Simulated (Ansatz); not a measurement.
Cohesive energy (eV/atom) along a series of related solids, from PBEsol (Ansatz, a program for electronic structure, PAW); r²SCAN+rVV10 (PAW; Ansatz).

```tsv
solid	PBEsol	r²SCAN+rVV10
hcp Hf	7.06	6.69
bcc Ta	8.95	8.34
bcc W	9.18	8.40
hcp Re	8.82	8.00
fcc Ir	8.39	7.60
fcc Au	3.73	?
```

Q: Estimate the withheld r²SCAN+rVV10 value from the other rows.

A: One way: carry over the typical difference. The differences r²SCAN+rVV10 − PBEsol of the other rows, in order: -0.82, -0.79, -0.78, -0.61, -0.37; median -0.78. fcc Au: 3.73 + (-0.78) = 2.95 eV/atom; the run gives 3.82 eV/atom. The differences spread from -0.82 to -0.37, so such an estimate is rough. fcc Au lies outside that spread.

A member of the series is missing where a level wasn't run or failed, where a doubt is noted on the run or the magnetic state, for phases of high temperature or layered ones, and where values are held back for tests. The withheld row was drawn at random.

Ansatz's runs of these crystals have no spin polarisation.

Spin–orbit coupling is left out, also for the solids with elements from indium on (hcp Hf, bcc Ta, bcc W, hcp Re, fcc Ir, fcc Au); its size isn't shown.

Free atoms are spin-polarised, in the lowest state found; at levels without +SOC their spin–orbit coupling is left out. Each level is taken at its own relaxed cell. Ansatz's density-functional and Hartree–Fock values are scalar-relativistic unless marked +SOC, with PAW data made under PBE.
